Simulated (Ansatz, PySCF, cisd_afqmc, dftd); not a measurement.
System: C$_{2}$H$_{3}$, charge 0, doublet. C2H3 (SMILES [CH]=C, doublet).
B3LYP-D3(BJ)/def2-TZVP minimum from Ansatz (a quantum-chemistry and plane-wave program):
```
C
C 1 1.3014
H 2 1.0786 1 138.61
H 1 1.0866 2 122.29 3 -180.00
H 1 1.0922 4 115.87 2 -180.00
```
Charge 0, spin multiplicity 2.

Wanted: enthalpy of formation at 298 K (by atomisation, with ideal-gas terms from PySCF's Hessian at B3LYP-D3(BJ)/def2-TZVP and the atoms' measured values of the G2/97 table; no spin-orbit terms), in kJ/mol. UHF or UKS for unpaired electrons; spin-orbit terms are left out. Correlated methods leave the cores frozen. Rows without X2C or -DK are non-relativistic. The Monte Carlo rows (phaseless AFQMC, CISD trial, step 0.005/hartree) carry one-sigma bars that omit the constraint's bias. Outlying blocks are dropped, and bars are widened where a walk drifts. Over all cases where full CI ran beside it in this data, AFQMC minus full CI had a median of +0.1 mEh and passed +0.4 mEh in a tenth of the cases. CBS(X,Y): correlation extrapolated as X^-3, Hartree-Fock from the larger set (Q,5: extrapolated as (X+1)exp(-9√X)). A bracket is a step between two methods taken in the basis named. Functionals run without relativity, which enters their misses. '+ core + X2C': CCSD(T) terms for core correlation (cc-pwCVTZ) and scalar relativity (cc-pVTZ-DK). For partners of very few electrons the exact lower level stands in for a higher one. The UHF reference of C2H3 ([CH]=C, doublet) is spin-contaminated (<S^2> up to 0.19 over the pure value in the sets run).

Measured: 71.6 kcal/mol, 299.6 kJ/mol (G2/97 table in ASE (Curtiss et al.)); atomic spin-orbit terms, which the calculations lack, would raise the computed values.

| level | program | enthalpy of formation at 298 K (kJ/mol) | error against that value |
|---|---|---|---|
| B3LYP/def2-TZVPD | Ansatz | 292.7 | -6.9 |
| CAM-B3LYP-D4/def2-TZVPD | Ansatz + dftd4 | 286.4 | -13.2 |
| MP2/aug-cc-pVDZ | Ansatz | 431.2 | 131.6 |
| CCSD/cc-pV5Z | Ansatz | 341.6 | 42.0 |
| CCSD(T)/CBS(aug-cc-pVTZ,aug-cc-pVQZ) | Ansatz | 305.3 | 5.7 |
| CCSD(T)/CBS(cc-pVQZ,cc-pV5Z) | Ansatz | 307.0 | 7.4 |
| CCSD(T)/CBS(cc-pVQZ,cc-pV5Z) + core + X2C | Ansatz | 299.6 | 0.0 |
| CCSDT(Q)/cc-pVTZ | Ansatz | 345.3 | 45.7 |
| AFQMC/CISD/cc-pVDZ | cisd_afqmc | 439.1 ± 1.0 | 139.5 |
| CCSD(T)/CBS(cc-pVQZ,cc-pV5Z) + [CCSDT(Q) - CCSD(T)]/cc-pVTZ + core + X2C | Ansatz | 297.3 | -2.3 |
